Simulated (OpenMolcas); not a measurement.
Run times for Si2 (disilicon)

Si2 has 2 atoms, charge 0, and is taken as a triplet. SMILES: `[Si]=[Si]`. The Si1–Si2 distance was set to 5.435 Å, away from the relaxed value.

```xyz
2

Si    0.0000    0.0000   -3.2613
Si    0.0000    0.0000    2.1742
```

Program: OpenMolcas 26.06. Hardware: 1 thread of Arm Neoverse V2, shared host, so times are rough. Two-electron integrals are exact unless an approximation is named.

Question: Estimate their order by wall time, quickest first.
A. energy at USVWN5/STO-3G, grid UltraFine
B. energy at UM06-2X/STO-3G, grid UltraFine
C. energy at UHF/STO-3G

Answer: C (2.4 s), B (6 s), A (36 s).
